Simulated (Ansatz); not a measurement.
A nudged elastic band was laid between two geometries of CH3AlB (6 atoms, charge 0, multiplicity 2).

Level of theory: UKS B3LYP-D4/def2-SVP in Ansatz 0.2.0.

* movable images: 7
* climbing image: yes
* spring: 5.0 eV/Å²
* optimiser: quadratic models (default)
* start path: through a guess of the saddle point
* force threshold: 0.05 eV/Å
* iteration limit: 60
* end points: relaxed

First end point:

```xyz
6
Properties=species:S:1:pos:R:3
C 0.585 -0.128 -1.239
B -0.016 0.049 0.018
Al -0.895 0.667 1.747
H 0.900 -1.109 -1.614
H 0.767 0.707 -1.927
H -1.340 -0.186 3.015
```

Last end point:

```xyz
6
Properties=species:S:1:pos:R:3
C 0.268 -0.157 -0.538
B -0.321 -0.252 0.785
Al -0.446 1.797 0.389
H 0.645 -1.048 -1.065
H 0.429 0.726 -1.192
H -0.575 -1.067 1.621
```

(1) Which bonds break or form, and what moves?

(2) Give the energies along the band, and the barrier.

(3) What is the geometry of the highest image?

(4) What are the harmonic wavenumbers there?

Answers

(1) Bonds broken: Al3–H6. Bonds formed: B2–H6.

(2) It converged. The highest image is number 3 of 0 to 8, 0.78 eV above the first end and 1.51 eV above the last; the last end lies 0.74 eV below the first. A vibrational analysis at the climbing image gives one clearly imaginary mode, 944i cm⁻¹: a first-order saddle point.

| image | path coordinate (Å) | energy (eV) | Al3–H6 (Å) | B2–H6 (Å) |
| --- | --- | --- | --- | --- |
| 0 | 0.00 | 0.00 | 1.59 | 3.29 |
| 1 | 0.73 | 0.08 | 1.59 | 3.07 |
| 2 | 1.45 | 0.33 | 1.60 | 2.65 |
| 3 | 2.18 | 0.78 | 1.68 | 1.91 |
| 4 | 2.72 | -0.14 | 1.97 | 1.30 |
| 5 | 3.26 | -0.33 | 2.32 | 1.23 |
| 6 | 3.80 | -0.42 | 2.69 | 1.21 |
| 7 | 4.35 | -0.58 | 2.94 | 1.20 |
| 8 | 4.89 | -0.74 | 3.12 | 1.20 |

(3) 
```xyz
6
Properties=species:S:1:pos:R:3
C 0.438 -0.103 -0.929
B -0.176 0.503 0.191
Al -1.029 0.944 1.908
H 0.658 -1.172 -0.998
H 0.728 0.493 -1.802
H -0.620 -0.666 1.630
```

(4) 944i, 172, 271, 548, 660, 718, 785, 1286, 1525, 1628, 3137, 3225 cm⁻¹.

The run took 11 min on 1 thread of Arm Neoverse N1, on a shared host, peak memory 0.14 GiB.
